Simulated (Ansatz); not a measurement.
Task: a composite energy at a relaxed geometry of HP (charge +1), with Ansatz's Python interface. Give the script and its output. Settings (for the species named): r2SCAN, def2-SVP basis, multiplicity 2.

```xyz
2

P     0.0000    0.0000    0.0000
H     0.0000    0.0000    1.4850
```

Script `run_composite.py`:
```python
"""A composite energy for HP(+): DFT geometry, MP2 basis limit, coupled-cluster correction."""

import itertools
import logging
import sys

import ansatz as az
from ase.data import atomic_numbers, covalent_radii
import numpy as np

logging.basicConfig(stream=sys.stdout, format="%(levelname)s %(message)s")
logger = logging.getLogger("ansatz_job")
logger.setLevel(logging.INFO)

geometry_ang = [
    ("P", (0.0, 0.0, 0.0)),
    ("H", (0.0, 0.0, 1.485)),
]
hp = az.Crystal.molecule()
for symbol, xyz in geometry_ang:
    hp = hp.atom(symbol, xyz)

setup = (
    hp.calculation()
    .basis(gaussian="def2-SVP")
    .functional("r2scan")
    .charge(1)
    .spin("collinear", total=1)
)
symbols = [site.symbol for site in hp.cartesian_sites]
start = np.array([site.position_ang for site in hp.cartesian_sites], dtype=float)
report = setup.relax(force_tolerance=0.01).run(threads=1).report
end = np.array(report["positions_ang"])
# pairs closer than 1.2 times the sum of covalent radii, before or after
radius = [covalent_radii[atomic_numbers[s]] for s in symbols]
span = lambda where, i, j: np.linalg.norm(where[i] - where[j])
bonded = [(i, j) for i, j in itertools.combinations(range(len(symbols)), 2) if min(span(start, i, j), span(end, i, j)) < 1.2 * (radius[i] + radius[j])]
logger.info("pair        before    after (A)")
for i, j in bonded:
    print(f"{symbols[i]}{i}-{symbols[j]}{j}".ljust(10), f"{span(start, i, j):8.4f} {span(end, i, j):8.4f}")

minimum = az.Crystal.molecule()
for symbol, place in zip(symbols, end):
    minimum = minimum.atom(symbol, place.tolist())
at_minimum = minimum.calculation().charge(1).spin("collinear", total=1)
# MP2 extrapolated to the basis limit, plus the small-basis difference CCSD(T) - MP2
level = lambda method, basis: at_minimum.basis(gaussian=basis).correlation(method).run(threads=1).report
small, large, cluster = level("mp2", "cc-pVDZ"), level("mp2", "cc-pVTZ"), level("ccsd_t", "cc-pVDZ")
corr = lambda each: (each["free_energy_ev"] - each["reference_energy_ev"]) / 27.211386246
mp2_limit = (27 * corr(large) - 8 * corr(small)) / 19
pieces = {"HF / cc-pVTZ": large["reference_energy_ev"] / 27.211386246, "MP2 correlation, DZ-TZ limit": mp2_limit, "CCSD(T) - MP2 / cc-pVDZ": corr(cluster) - corr(small)}
for name, value in pieces.items():
    logger.info(f"{name:32s} {value:14.6f} Ha")
logger.info(f"{'sum':32s} {sum(pieces.values()):14.6f} Ha")
print("T1 diagnostic", round(cluster["correlation"]["coupled_cluster"]["t1_diagnostic"], 4))
```

Running `python run_composite.py` prints:
```text
INFO pair        before    after (A)
P0-H1        1.4850   1.4415
INFO HF / cc-pVTZ                        -340.942523 Ha
INFO MP2 correlation, DZ-TZ limit          -0.096196 Ha
INFO CCSD(T) - MP2 / cc-pVDZ               -0.027523 Ha
INFO sum                                 -341.066242 Ha
T1 diagnostic 0.0138
```

Caveats:
- These settings explore the input space; basis and method may be short of convergence.
- The sum leaves out core correlation, relativity, the Hartree-Fock basis error and zero-point energy; a DZ-TZ extrapolation is rough.
- The run takes the species as open-shell (spin multiplicity 2), which needn't be its ground state.
- Inner cores stay frozen, so this is valence correlation.
- For Al to Cl the sets with a tight d function, cc-pV(X+d)Z, are usual.
- An extrapolation from small basis sets is rough.
- Wall time of the script: 4.3 s on 1 thread of Arm Neoverse V2, on a shared host, peak memory 0.17 GiB.
